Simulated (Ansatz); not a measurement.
```yaml
crystal:
  periodic: [false, false, false]
  atoms:
    - {symbol: C, position_ang: [0.000000, 0.000000, -1.853355]}
    - {symbol: Ga, position_ang: [0.000000, 0.000000, 0.091917]}
    - {symbol: H, position_ang: [0.000000, 0.000000, 1.761437]}
basis:
  gaussian: {orbitals: def2-TZVP}
hamiltonian: {xc: pbe0}
relax: {f_tol: 0.004, max_steps: 80}
```

```sh
$ ansatz run in.yaml --threads 1 --pin off --events-out ev --progress --plain --max-ram 2176MiB
```

Steps of the relaxation (energy above the last step; positions in Å, forces in eV/Å):

```
3
step 1, 86.1 meV
C     0.000    0.000   -1.853    0.000    0.000    0.619
Ga    0.000    0.000    0.092    0.000    0.000    0.583
H     0.000    0.000    1.761    0.000    0.000   -1.202
```

```
3
step 2, 3.2 meV
C     0.000    0.000   -1.800    0.000    0.000    0.329
Ga    0.000    0.000    0.121    0.000    0.000   -0.350
H     0.000    0.000    1.679    0.000    0.000    0.021
```

```
3
step 3, 0.0 meV
C     0.000    0.000   -1.788    0.000    0.000    0.004
Ga    0.000    0.000    0.115    0.000    0.000   -0.008
H     0.000    0.000    1.673    0.000    0.000    0.005
```

```
3
step 4, 0.0 meV
C     0.000    0.000   -1.788    0.000    0.000    0.000
Ga    0.000    0.000    0.114    0.000    0.000    0.000
H     0.000    0.000    1.673    0.000    0.000    0.000
```

Close pairs at the end: Ga2–H3 1.559 Å, C1–Ga2 1.902 Å.

A stationary point of restricted PBE0 after 4 steps (its stability towards spin polarisation wasn't tested); no frequencies were run, so it isn't proven a minimum. 13 s on 1 thread of Arm Neoverse N1, shared host.
